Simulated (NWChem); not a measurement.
Molecule: ethanethiol (C₂H₆S); SMILES SCC

Results from NWChem. Pople sets run with spherical d functions. The geometry was optimised at PBE-D3(BJ)/def2-SVP. Gas-phase geometry, NWChem's default radii. One conformer.

COSMO at M06-2X/6-31G* gives an electrostatic solvation energy of -2.63 kcal/mol for ε = 4.8. Its surface charges are scaled by f = (ε − 1)/ε.

### Question
Estimate the value for ε = 78.4 from the scaling alone and compare it with a run.

### Answer

1. f = 0.7917 and 0.9872; their ratio is 1.247.
2. With a rigid solute density the energy is proportional to f: -2.63 × 1.247 = -3.28 kcal/mol.
3. The run gives -3.39 kcal/mol, 0.11 lower; the difference is the response of the solute's density to the stronger field.
